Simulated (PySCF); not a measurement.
**Working out the ionisation energy of S**

S [Ne] 3s2 3p4 (3P) → S⁺ [Ne] 3s2 3p3 (4S). Calculation: PySCF 2.14, in aug-cc-pV(T+d)Z; no relativity, point nucleus. Frozen: [Ne]. Energies in hartree (1 hartree = 27.21139 eV):

```csv
part,S (lower),S⁺ (upper)
UHF,-397.509982,-397.170298
MP2 opposite-spin,-0.091205,-0.066305
MP2 same-spin,-0.027538,-0.024427
```

Task: What does Hartree-Fock give?

Result: (-397.170298) − (-397.509982) = 0.339684 hartree = 9.243 eV.

Task: What do MP2 and SCS-MP2 (6/5 opposite-spin, 1/3 same-spin) give?

Result: The opposite-spin parts differ by 0.678 eV and the same-spin parts by 0.085 eV. MP2: 9.243 + (0.678) + (0.085) = 10.006 eV. SCS-MP2: 9.243 + 1.2 × (0.678) + (0.085)/3 = 10.085 eV.

Measured between the centres of the two terms (NIST): 10.336 eV, so MP2 (valence) is off by -0.330 eV.

What remains against the reference includes basis incompleteness, the frozen core and correlation beyond second order.
